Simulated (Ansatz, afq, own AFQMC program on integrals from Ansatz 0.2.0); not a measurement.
## Where AFQMC and coupled cluster stand for PN, singlet

| atom | x (Å) | y (Å) | z (Å) |
| --- | --- | --- | --- |
| N | 0.0000 | 0.0000 | 0.0000 |
| P | 0.0000 | 0.0000 | 4.0610 |

Basis 6-31G. Only valence electrons are correlated. Ansatz 0.2.0 and our own AFQMC program on the same integrals; the CISD trial comes from CCSD amplitudes, and released means the phaseless constraint is let go. ± is one standard error of the sampling.

Determinant: UHF, the one that the program's search chose, which needn't be the lowest solution. The geometry is a point of a scan.

Full CI on the same integrals is exact in this basis and with this determinant's frozen core.

Cautions: unrestricted determinant spin contaminated (⟨S²⟩ 3.00 against 0.00); the released energies have errors that jump between times, so the bars are unsure, so no released level is given (meV from the phaseless value at times in 1/Eh: -0.5 ± 0.3 at 0.24, -0.6 ± 0.3 at 0.51, 90 ± 90 at 0.99, -0.4 ± 0.3 at 1.62, -1.0 ± 0.3 at 2.40); the next higher spin lies close (within 5 meV by full CI).

* T1 diagnostic: 0.0049
* weight of the determinant in the CISD state: 0.974
* ⟨S²⟩ of the determinant: 3.002
* size of the correlated space: 10 electrons in 16 orbitals

| level | correlation energy (eV) |
| --- | --- |
| MP2 | -1.0438 |
| CCSD | -1.3581 |
| CCSD(T) | -1.3655 |

Task: Estimate where phaseless AFQMC with a CISD trial lies against CCSD(T) on the same integrals.

Result: 5.5 ± 0.5 meV below CCSD(T).

Reference: full CI, correlation energy -1.370 eV. The cautions show a poor starting determinant, so the rows tell how each method copes with it here, and full CI is the sure value.

```tsv
level	E − E(reference) (meV)	share of correlation (%)
CCSD(T)	4.2	99.69
CCSDT	1.1	99.92
CCSDT(Q)	0.8	99.94
CCSDTQ	0.2	99.99
ph-AFQMC/CISD	-1.3 ± 0.5	100.09
```

CCSDT and higher add their correlation energy to the determinant of the CCSD(T) run, since their own runs factorise the integrals more tightly (a shift of under 2 meV). A walk keeps the symmetry of its determinant, which the program's search chose and which needn't be the lowest solution, so a lower state of the same spin and another symmetry isn't excluded.
